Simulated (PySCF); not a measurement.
Species: C2H4FOP.
Numbering: `[OH:1][CH2:2]/[P:3]=[CH:4]\[F:5]`

The computed photoelectron lines, unassigned: C 1s: 292.26 (area 1), 292.73 (area 1) eV; O 1s: 539.05 eV; F 1s: 693.17 eV; P 1s: 2149.95 eV; P 2p3/2: 136.45 eV.

Method: delta-SCF UKS SCAN, pcX-2 on the ionised atom, pcseg-1 elsewhere, spin-free X2C (PySCF 2.14.0). Geometry: GFN2-xTB, one conformer, isolated molecule.

Assign the C 1s lines to atoms.

292.26 eV: C2 (carbinol carbon (C–OH)); 292.73 eV: C4 (carbon bonded to F, P and H). Lowest listed C 1s: C2, bonded to O, 2 H and P. Highest, 0.47 eV above it: C4, bonded to F, H and P (double bond). Summing the Pauling electronegativity differences to the bonded atoms, each weighted by its formal bond order, gives -0.17 for the lowest site and +0.36 for the highest.

Bonded neighbours of each site: O1: C and H; C2: O, 2 H and P; P3: C (double bond) and C; C4: F, H and P (double bond); F5: C.

Which photon energy gives electrons from F 1s of F5 a kinetic energy of 20 eV, and what is their de Broglie wavelength?

hν = 693.17 + 20 = 713.17 eV, recoil neglected; λ = 12.264 Å/√(E/eV) = 2.74 Å.

For 2p shells one spin-free hole was relaxed; a mean-field spin–orbit operator and the ground-state splitting of the three 2p orbitals were then diagonalised within the shell. The shell's mean is (2 × 2p3/2 + 2p1/2)/3, and the degeneracies 2j + 1 give areas of 2:1. 2p1/2 minus 2p3/2 (ligand field included): P 0.89 eV.

Conformer computed: `[OH:1][CH2:2]/[P:3]=[CH:4]\[F:5]`: O1–C2–P3–C4 175°, H–O1–C2–P3 65°.
